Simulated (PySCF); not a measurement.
Species: C6H10.
Z-matrix (Å and degrees, PBE0-D3(BJ)/def2-SVP geometry), rows numbered from 1:
```
C 
C   1  1.3343
C   2  1.4875  1  125.57
C   3  1.5493  2  119.25  1  -127.99
C   4  1.5387  3   88.70  2  -142.38
C   5  1.5386  4   88.07  3    20.19
H   1  1.0951  2  121.23  3    -0.01
H   1  1.0932  2  121.72  3   180.00
H   2  1.0991  1  118.93  3   179.99
H   3  1.1028  2  109.80  1    -0.30
H   4  1.1005  3  117.72  2    95.27
H   4  1.1021  3  110.58  2   -29.96
H   5  1.1011  4  111.42  3   -92.11
H   5  1.1002  4  118.23  3   141.44
H   6  1.1006  3  117.70  2   -95.29
H   6  1.1021  3  110.58  2    29.94
```

The closed-shell ground state was solved at several levels (PySCF, density fitting, gas phase, non-relativistic).

```csv
level,basis functions,HOMO (eV),LUMO (eV),gap (eV),dipole (D)
B3LYP/6-31G-J,112,-6.79,0.52,7.31,0.30
B3LYP/6-31G*,104,-6.68,0.59,7.27,0.31
PBE0/pcSseg-1,152,-7.27,0.30,7.57,0.31
B3LYP/cc-pVTZ,320,-7.00,0.07,7.07,0.35
B3LYP/pcJ-1,262,-7.02,0.09,7.11,0.32
CAM-B3LYP/def2-SVPD,200,-8.59,1.30,9.89,0.36
B3LYP/def2-TZVP,246,-7.02,0.00,7.02,0.37
B3LYP/pcJ-0,108,-7.06,0.30,7.36,0.25
```

Problem. What might PBE/pcSseg-2 (356 basis functions) give for the same quantities?

Solution. HOMO -6.16 eV, LUMO -0.85 eV, gap 5.31 eV, dipole 0.41 D.

Problem. Over all these levels, which gives the widest orbital gap and which the narrowest?

Solution. CAM-B3LYP/def2-SVPD (range-separated hybrid) has the widest, 9.89 eV, and PBE/pcSseg-2 (GGA) the narrowest, 5.31 eV. Functional and basis both differ between the two, so the spread mixes both effects.

Problem. How much does the basis alone move the frontier levels among the 6 B3LYP rows?

Solution. The HOMO by 0.38 eV and the LUMO by 0.59 eV. By rising basis size (HOMO, LUMO in eV): 6-31G* -6.68, 0.59; pcJ-0 -7.06, 0.30; 6-31G-J -6.79, 0.52; def2-TZVP -7.02, 0.00; pcJ-1 -7.02, 0.09; cc-pVTZ -7.00, 0.07.

Problem. How far do the dipole and the HOMO energy spread over the levels?

Solution. The dipole runs from 0.25 to 0.41 D (mean 0.33 D) and the HOMO from -8.59 to -6.16 eV.

One conformer stands for the species.
